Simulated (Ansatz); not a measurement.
# BSiHO (triplet): from Hartree-Fock to the top rungs at distance O2–Si3 = 1.506 Å, cc-pVDZ

An exercise on one series of results from a longer session: the logs are not shown, and one member is left open.

The runs use Ansatz 0.2.0, Gaussian basis; cc-pVDZ, core rule «outside noble gas», up to 7 orbitals frozen.

To be run: UHF; CCSD(T) on ROHF; CCSD(T) on UHF; BCCD(T) on ROHF; CISD; CCSDT(Q) on ROHF; CCSDT(Q) on UHF; CASSCF and MRCISD+Q, 4 electrons in 4 orbitals; CASSCF and NEVPT2, 4 electrons in 4 orbitals.

13 further runs of the same task are left out: 12 that didn't finish, 1 set aside as unsound or not needed.

### The system

The geometry derives from a PBE0/def2-TZVP stationary point (not a proven minimum). One bond is set to the value named and the two fragments are kept rigid.

4 atoms, charge 0, spin multiplicity 3.

Atoms are counted from 1 here; the program's logs count them from 0.

Bond lengths: B1–O2 1.301 Å, B1–H4 1.196 Å, O2–Si3 1.506 Å. Angles: O2–B1–H4 128.4°, B1–O2–Si3 176.8°.

Set-up of the first run:

Contents of in.yaml:

```yaml
crystal:
  periodic: [false, false, false]
  atoms:
    - {symbol: B, position_ang: [0.000012, -0.288289, 0.817860]}
    - {symbol: O, position_ang: [-0.000018, -0.170305, -0.478032]}
    - {symbol: Si, position_ang: [0.000001, -0.118825, -1.983152]}
    - {symbol: H, position_ang: [0.000004, 0.577418, 1.643323]}
basis:
  gaussian: {orbitals: cc-pVDZ}
magnetization: {spin_polarized: true, initial_magnetization: 2}
hamiltonian: {xc: hf}
output: {orbitals: {seedname: orbitals}}
```

Command:

```
ansatz run in.yaml --threads 1 --pin off --events-out ev --progress --plain --max-ram 2393MiB
```

Among the steps run: UHF; CCSD(T) on ROHF; CCSD(T) on UHF; BCCD(T) on ROHF; CISD; CCSDT(Q) on ROHF; CCSDT(Q) on UHF; CASSCF and MRCISD+Q, 4 electrons in 4 orbitals; CASSCF and NEVPT2, 4 electrons in 4 orbitals.

One of the session's tables, all rows but one given; the rest of the session is left out.

```
       method  from UCCSDT(Q) (kJ/mol)
         ROHF                   +904.4
          UHF                        ?
         RMP2                   +109.0
         UMP2                   +109.1
         CISD                   +116.2
        RCCSD                    +31.6
        UCCSD                    +31.3
     RCCSD(T)                     +6.1
     UCCSD(T)                     +6.1
      BCCD(T)                     +5.5
       RCCSDT                     +2.6
       UCCSDT                     +2.6
    RCCSDT(Q)                     +0.4
    UCCSDT(Q)                        0
  CASSCF pair                   +862.1
  NEVPT2 pair                   +107.5
  MRCISD pair                   +107.2
MRCISD+Q pair                    +28.1
```

Estimate the missing values for UHF.

As computed: from UCCSDT(Q) (kJ/mol): +889.3. In the column «from UCCSDT(Q) (kJ/mol)» it lies between CASSCF pair (+862.1) and ROHF (+904.4).

Among the levels timed on like hardware and quicker than the yardstick, those that no quicker one beats, quickest first: NEVPT2 pair (9 s, +107.5 kJ/mol); MRCISD+Q pair (10 s, +28.1 kJ/mol); RCCSD(T) (31 s, +6.1 kJ/mol); BCCD(T) (36 s, +5.5 kJ/mol).

Limits of these values: Of the multireference levels listed MRCISD+Q pair comes nearest in total energy (+28.1 kJ/mol), which doesn't show that its space is the better one. Restricted and unrestricted rows rest on different reference determinants; where their highest levels disagree by more than a few hundredths of an eV, they describe different states and don't form one ladder.
